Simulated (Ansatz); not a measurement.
Input file:

```yaml
crystal:
  periodic: [false, false, false]
  atoms:
    - {symbol: Ga, position_ang: [0.000000, 0.027726, -0.045695]}
    - {symbol: H, position_ang: [0.000000, -1.477599, -0.541473]}
    - {symbol: H, position_ang: [0.405418, -0.220158, 1.851181]}
    - {symbol: H, position_ang: [-0.405418, -0.220158, 1.851181]}
basis:
  gaussian: {orbitals: cc-pVDZ}
magnetization: {spin_polarized: false, initial_magnetization: 2}
hamiltonian: {xc: {name: r2SCAN}}
correlation: {method: ccsdt_q_b, electrons: outside_noble_gas}
```

```sh
$ ansatz run in.yaml --threads 1 --pin off --events-out ev --progress --plain --max-ram 2393MiB
```

Roughly how long does this take on 1 thread of Intel Xeon 6975P-C, shared host, and how much host memory?

3.1 s wall and 0.16 GiB.

```
827 factors; integrals over basis functions are off by at most 1.6e-7 eV
mean field evaluation 1: about -52421.4214 eV, gradient 1.1e1 eV
mean field evaluation 2: about -52421.4162 eV, gradient 1.1e1 eV
mean field evaluation 4: about -52421.9341 eV, gradient 1.5e0 eV
mean field evaluation 8: about -52421.9505 eV, gradient 1.5e-1 eV
mean field evaluation 16: about -52421.9507 eV, gradient 2.5e-6 eV
mean field -52421.95066565 eV, -1926.4711540884 hartree, gradient 2.6e-6 eV, S^2 2.000000; 0 other end points of the search recorded, 0 dependent functions left out
14 core orbitals not correlated: weight in the atoms' cores, before any rotation towards them, 0.998 or more for the frozen orbitals, at most 0.001 for the correlated occupied ones
reference -52377.01151380 eV, -1924.8196707185 hartree; 4, 2 occupied and 24, 26 virtual orbitals, 827 factors
second order -1.97602248 eV of doubles, -0.18858049 eV of singles
cycle   1  -2.56332234 eV  change   -4.0e-1 eV  update   5.2e-2
cycle   2  -2.75952506 eV  change   -2.0e-1 eV  update   2.1e-2
cycle   3  -2.76588665 eV  change   -6.4e-3 eV  update   5.6e-3
cycle   4  -2.77082890 eV  change   -4.9e-3 eV  update   2.7e-3
cycle   5  -2.77033871 eV  change    4.9e-4 eV  update   8.8e-4
cycle   6  -2.77016495 eV  change    1.7e-4 eV  update   3.5e-4
cycle   7  -2.77042503 eV  change   -2.6e-4 eV  update   1.6e-4
cycle   8  -2.77045780 eV  change   -3.3e-5 eV  update   5.1e-5
cycle   9  -2.77043183 eV  change    2.6e-5 eV  update   1.9e-5
cycle  10  -2.77043277 eV  change   -9.4e-7 eV  update   7.7e-6
cycle  11  -2.77043556 eV  change   -2.8e-6 eV  update   3.1e-6
cycle  12  -2.77043543 eV  change    1.4e-7 eV  update   1.1e-6
cycle  13  -2.77043508 eV  change    3.5e-7 eV  update   4.6e-7
perturbative correction -0.00088250 eV, -0.0000324314 hartree
Total energy: -52379.78283138 eV, -1924.9215147613 hartree
```
